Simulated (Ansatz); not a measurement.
Geometry optimisation, UKS B3LYP/6-31G* (Ansatz 0.2.0).

Input file:

```yaml
crystal:
  periodic: [false, false, false]
  atoms:
    - { symbol: Si, position_ang: [3.0e-05, 0.0, -0.293607] }
    - { symbol: H, position_ang: [-0.002205, 0.0, 2.365526] }
    - { symbol: H, position_ang: [1.420298, 0.0, -0.728542] }
    - { symbol: H, position_ang: [-0.709463, 1.229792, -0.730324] }
    - { symbol: H, position_ang: [-0.709463, -1.229792, -0.730324] }
    - { symbol: F, position_ang: [0.002204, 0.0, 3.298672] }
magnetization:
  spin_polarized: true
  initial_magnetization: 1
basis:
  gaussian: { orbitals: "6-31G*" }
hamiltonian:
  xc: b3lyp
relax:
  f_tol: 0.03
  max_steps: 50
```

Launched with:

```bash
$ ansatz run input.yaml --threads 1 --pin off --max-ram 2048MiB --backend cpu --events-out ev --progress --plain --runs-dir out
```

Where does it end, and by what steps?

It converged. The force dipped under the threshold on the way, but the program's further checks kept it going. After 26 steps the energy has fallen by 0.065 eV; F6 moved furthest, 0.84 Å.

```
step  energy less start (eV)  largest force component (eV/Å)  accepted
   0                  0.0000                           0.380       yes
   1                 -0.0018                           0.125       yes
   2                 -0.0020                           0.023       yes
   3                 -0.0021                           0.101       yes
   4                 -0.0015                           0.416        no
   5                 -0.0027                           0.096       yes
   6                  0.0003                           0.752        no
   7                 -0.0041                           0.107       yes
   8                 -0.0057                           0.297       yes
   9                 -0.0074                           0.563       yes
  10                 -0.0103                           0.451       yes
  11                  0.0136                           1.297        no
  12                 -0.0185                           0.153       yes
  13                 -0.0218                           0.109       yes
  14                 -0.0273                           0.017       yes
  15                  0.0163                           1.821        no
  16                 -0.0281                           0.110       yes
  17                 -0.0310                           0.049       yes
  18                 -0.0387                           0.115       yes
  19                  0.0642                           2.297        no
  20                 -0.0455                           0.109       yes
  21                 -0.0494                           0.503       yes
  22                 -0.0625                           0.031       yes
  23                 -0.0618                           0.222        no
  24                 -0.0633                           0.027       yes
  25                 -0.0601                           0.607        no
  26                 -0.0648                           0.030       yes
```

```xyz
6
Properties=species:S:1:pos:R:3
Si -0.124 -0.229 -0.268
H -0.260 -0.166 2.680
H 1.364 -0.228 -0.270
H -0.670 1.154 -0.336
H -0.660 -1.072 -1.376
F 0.352 0.540 2.752
```

The run took 38 s on 1 thread of Arm Neoverse V2, with other jobs on the host, peak memory 0.11 GiB.
